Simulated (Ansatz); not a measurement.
One change: `OCCCF` becomes `N#CCCO`.

Ansatz, PBE0-D4/def2-TZVP geometries, multiplicity 1. Each molecule was computed in one conformer, which needn't be the lowest.

```csv
property,`OCCCF`
HOMO–LUMO gap (PBE/def2-TZVPP) / eV,6.46
size of the dipole moment (PBE/def2-TZVPP) / D,1.30
HOMO–LUMO gap (ωB97M-V/def2-TZVPP) / eV,12.92
size of the dipole moment (ωB97M-V/def2-TZVPP) / D,1.37
LUMO energy (PBE0/def2-TZVPP) / eV,1.09
HOMO–LUMO gap (PBE0/def2-TZVPP) / eV,9.04
```

(1) Give the same properties after the change, and the shifts. (Best estimate.)

Results:

(1) Computed: 
| property | `N#CCCO` | shift |
| --- | --- | --- |
| HOMO–LUMO gap (PBE/def2-TZVPP) / eV | 6.45 | -0.01 |
| size of the dipole moment (PBE/def2-TZVPP) / D | 3.57 | 2.27 |
| HOMO–LUMO gap (ωB97M-V/def2-TZVPP) / eV | 12.87 | -0.05 |
| size of the dipole moment (ωB97M-V/def2-TZVPP) / D | 3.53 | 2.16 |
| LUMO energy (PBE0/def2-TZVPP) / eV | 0.34 | -0.75 |
| HOMO–LUMO gap (PBE0/def2-TZVPP) / eV | 8.99 | -0.05 |

With PBE0 the HOMO falls by 0.70 eV and the LUMO falls by 0.75 eV, so the gap narrows by about 0.05 eV. PBE moves the HOMO by -0.74 eV and ωB97M-V by -0.63 eV. Dipoles are sizes alone; their direction can turn.
